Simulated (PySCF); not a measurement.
wavenumber (cm⁻¹), absorption (km/mol per cm⁻¹) and a bar:
```
        0      0.060 
       36      0.066 
       72      0.072 
      108      0.080 
      144      0.090 
      179      0.101 
      215      0.114 
      251      0.130 
      287      0.150 
      323      0.176 
      359      0.208 
      395      0.251 
      431      0.309 
      467      0.390 
      502      0.508 
      538      0.691 
      574      0.994 #
      610      1.555 #
      646      2.764 ##
      682      6.092 #####
      718     19.381 ###############
      754     39.466 ##############################
      790     11.680 #########
      825      4.328 ###
      861      2.186 ##
      897      1.322 #
      933      0.898 #
      969      0.665 
     1005      0.528 
     1041      0.448 
     1077      0.406 
     1113      0.394 
     1148      0.414 
     1184      0.477 
     1220      0.613 
     1256      0.905 #
     1292      1.614 #
     1328      3.882 ###
     1364     13.551 ##########
     1400     10.900 ########
     1436      3.208 ##
     1471      1.388 #
     1507      0.770 #
     1543      0.493 
     1579      0.346 
     1615      0.259 
     1651      0.202 
     1687      0.163 
     1723      0.135 
     1759      0.115 
     1795      0.099 
     1830      0.086 
     1866      0.076 
     1902      0.067 
     1938      0.060 
     1974      0.055 
     2010      0.050 
     2046      0.045 
     2082      0.042 
     2118      0.038
```

This is the computed harmonic infrared spectrum of doublet ClH₄, Lorentzian lines of 53 cm⁻¹ full width. Method: PySCF, UPBE0, basis Cl def2-TZVP, H def2-TZVP (no relativity, density fitting).

Question: Which bands make it up, and how are they assigned?

Answer: In D4h symmetry, counting bands above 1 % of the strongest: 747 cm⁻¹ (eu, stretch, 3517 km/mol); 1379 cm⁻¹ (eu, mixed, 1472 km/mol).

Only a few start shapes were tried, so a lower isomer may exist.
